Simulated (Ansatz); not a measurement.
# CH2F2: an energy map over bond length C2–H4 and bond length C2–H5

Aim: map the energy of CH₂F₂, SMILES FCF over two coordinates, and find its wells, ridges and stiffness.

The runs use Ansatz 0.2.0; RKS CAM-B3LYP-D4/def2-TZVP.

**1. The system as given**

SMILES `FCF`, 5 atoms, charge 0, spin multiplicity 1.

Atoms are counted from 1 here; the program's logs count them from 0.

Bond lengths: F1–C2 1.360 Å, C2–F3 1.359 Å, C2–H4 1.116 Å, C2–H5 1.116 Å. Angles: F1–C2–F3 109.4°, F1–C2–H4 108.9°, F1–C2–H5 108.9°, F3–C2–H4 109.0°, F3–C2–H5 109.0°, H4–C2–H5 111.6°.

Coordinates:

```mol
CH2F2
  3D, bonds by distance, orders not assigned

  5  4  0  0  0  0  0  0  0  0999 V2000
    1.2396   -0.2648    0.1991 F   0  0
   -0.1042   -0.1060    0.0634 C   0  0
   -0.3530    0.9540   -0.7503 F   0  0
   -0.5330   -1.0269   -0.3984 H   0  0
   -0.5482    0.0944    1.0671 H   0  0
  1  2  8  0
  2  3  8  0
  2  4  8  0
  2  5  8  0
M  END
```

This geometry comes from a loose relaxation at PBE in a small basis, which is not shown.

**3. Plan of the scan**

First coordinate, bond length C2–H4: 15 values from 0.916 to 1.418 Å. Second coordinate, bond length C2–H5: 15 values from 0.916 to 1.418 Å.

Nothing else is relaxed (all other coordinates rigid). Energies count from the relaxed molecule at the same level.

(The set-up runs are not shown.)

**4. The run at bond length C2–H4 = 1.095 Å, bond length C2–H5 = 1.095 Å**

input.yaml

```yaml
crystal:
  periodic: [false, false, false]
  atoms:
    - { symbol: F, position_ang: [1.226824, -0.263486, 0.197834] }
    - { symbol: C, position_ang: [-0.113531, -0.114198, 0.069537] }
    - { symbol: F, position_ang: [-0.350959, 0.943935, -0.742539] }
    - { symbol: H, position_ang: [-0.524615, -1.015185, -0.397641] }
    - { symbol: H, position_ang: [-0.539878, 0.096848, 1.055799] }
basis:
  gaussian: { orbitals: def2-TZVP }
hamiltonian:
  xc: { name: CAM-B3LYP }
  dispersion: d4
output:
  forces: true
```

Started as:

```console
> ansatz run input.yaml --threads 1 --pin off --max-ram 2560MiB --backend cpu --events-out ev --progress --plain --runs-dir out
```

The session goes on with these runs: the other points that were computed.

Q: Predict the outcome of this session. Wanted: lowest point; highest computed point; dipole moment.

As calculated:

```
               quantity                                                                                                                                                           value
           lowest point                                                                                             bond length C2–H4 = 1.095 Å, bond length C2–H5 = 1.095 Å, 0.0006 eV
 highest computed point                                                                              bond length C2–H4 = 1.418 Å, bond length C2–H5 = 1.418 Å, 2.05 eV above the lowest
      dipole moment (D)  1.56 at bond length C2–H4 = 1.418 Å, bond length C2–H5 = 1.418 Å to 2.09 at bond length C2–H4 = 0.916 Å, bond length C2–H5 = 0.916 Å; 1.95 at the lowest point
time for the whole task                                                                                                                                6.9 min on 1 thread, shared host
```

In words: The lowest computed point is at bond length C2–H4 = 1.095 Å, bond length C2–H5 = 1.095 Å, 0.0006 eV from the relaxed molecule at the same level. No other kind of well shows on this grid. The highest computed point, bond length C2–H4 = 1.418 Å, bond length C2–H5 = 1.418 Å, lies 2.05 eV above the lowest. Round the minimum the two coordinates are nearly uncoupled.
